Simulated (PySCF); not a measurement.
**What binds NH: the parts of the energy along the bond**

State: ³Σ⁻, triplet, unpaired electrons π ↑↑. ROHF-based CCSD(T) in PySCF 2.14 with H aug-cc-pVTZ, N aug-cc-pVTZ and H aug-cc-pVQZ, N aug-cc-pVQZ (frozen core orbitals: 1; no relativity). Correlation energies are extrapolated as n⁻³ (n = 3, 4), Hartree–Fock as (n+1)·exp(−9√n). CV is the change on freezing 0 orbitals instead, in H cc-pVTZ, N cc-pwCVTZ. SR is the spin-free X2C energy in H cc-pVTZ-DK, N cc-pVTZ-DK less the non-relativistic one in H cc-pVTZ, N cc-pVTZ. All energies in eV from H + N.

```json
{"R (Å)": "0.9195", "HF/CBS": "-1.859", "CCSD corr.": "-1.365", "(T)": "-0.0410", "CV": "-0.0112", "SR": "0.0030", "total": "-3.273"}
{"R (Å)": "0.9613", "HF/CBS": "-2.040", "CCSD corr.": "-1.390", "(T)": "-0.0444", "CV": "-0.0089", "SR": "0.0031", "total": "-3.480"}
{"R (Å)": "1.0031", "HF/CBS": "-2.113", "CCSD corr.": "-1.416", "(T)": "-0.0481", "CV": "-0.0070", "SR": "0.0031", "total": "-3.581"}
{"R (Å)": "1.0449", "HF/CBS": "-2.102", "CCSD corr.": "-1.445", "(T)": "-0.0520", "CV": "-0.0053", "SR": "0.0030", "total": "-3.601"}
{"R (Å)": "1.0866", "HF/CBS": "-2.027", "CCSD corr.": "-1.475", "(T)": "-0.0561", "CV": "-0.0037", "SR": "0.0029", "total": "-3.559"}
{"R (Å)": "1.1389", "HF/CBS": "-1.865", "CCSD corr.": "-1.516", "(T)": "-0.0616", "CV": "-0.0021", "SR": "0.0028", "total": "-3.442"}
{"R (Å)": "1.1911", "HF/CBS": "-1.650", "CCSD corr.": "-1.559", "(T)": "-0.0676", "CV": "-0.0007", "SR": "0.0025", "total": "-3.275"}
```

A fit to the total gives Re = 1.0356 Å, De = 3.602 eV, ωe = 3295.1 cm⁻¹, Be = 16.72 cm⁻¹ (masses 1.0078 and 14.0031 u).

At R = 1.0449 Å the CCSD correlation energy is -0.166219 hartree in the smaller basis and -0.173846 in the larger. Extrapolate it.

(4³·E4 − 3³·E3)/(4³ − 3³) = -0.17941 hartree; the larger basis holds 96.9 % of it.

The T1 diagnostic is 0.020. Spin–orbit coupling, excitations beyond (T) and corrections to the Born–Oppenheimer picture are left out.
